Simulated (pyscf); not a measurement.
Structures and frequencies: ωB97X-D3(BJ)/def2-SVP in PySCF.

H₃Si–Cl + ammonia (NH₃) -> H₂N–SiH₂–Cl + hydrogen (H₂)
Surface: singlet. Broken: H–Si, H–N. Formed: N–Si, H–H. Give ΔE‡ and ΔE from B3LYP-D3(BJ)/def2-TZVP, relative to the separated reactants.

ΔE‡ = 168.5 kJ/mol, ΔE = -45.9 kJ/mol. ωB97M-D3(BJ)/def2-TZVP gives 168.0 kJ/mol and -45.2 kJ/mol. Zero-point energy shifts the barrier by -2.7 kJ/mol. It is a four-centre exchange, with an imaginary mode of 1511i cm⁻¹. On the reactant side the descent ends in a complex, 32.2 kJ/mol under the separated species and 200.5 kJ/mol under the saddle at ωB97X-D3(BJ)/def2-TZVP. One saddle was located; it need not be the lowest between these sides.
